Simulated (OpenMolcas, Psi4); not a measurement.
## Worked example: vertical energy of the triplet above the singlet of NH3 (ammonia)

The species is NH3 (4 atoms), meant as a singlet with charge 0. SMILES: `N`. The coordinates come from a PBE0-D4/def2-TZVP relaxation.

Both states at this one shape; open shells run unrestricted unless said. 1 Eh = 27.2114 eV.

```tsv
level	program	singlet NH3 (Eh)	triplet NH3 (Eh)
SVWN5/def2-TZVPPD	OpenMolcas	-56.105415	-55.867380
revPBE/def2-TZVPPD	OpenMolcas	-56.569574	-56.339522
MP3/def2-TZVPPD, 1 core orbital frozen	Psi4	-56.469342	-56.233357
```

Work out the vertical gap, second state less first, at each level.


1. SVWN5/def2-TZVPPD: -55.867380 − (-56.105415) = 0.238035 Eh = 6.48 eV.
2. revPBE/def2-TZVPPD: -56.339522 − (-56.569574) = 0.230052 Eh = 6.26 eV.
3. MP3/def2-TZVPPD: -56.233357 − (-56.469342) = 0.235985 Eh = 6.42 eV.

No measured value is set beside it here; the levels span 6.26 to 6.48 eV.
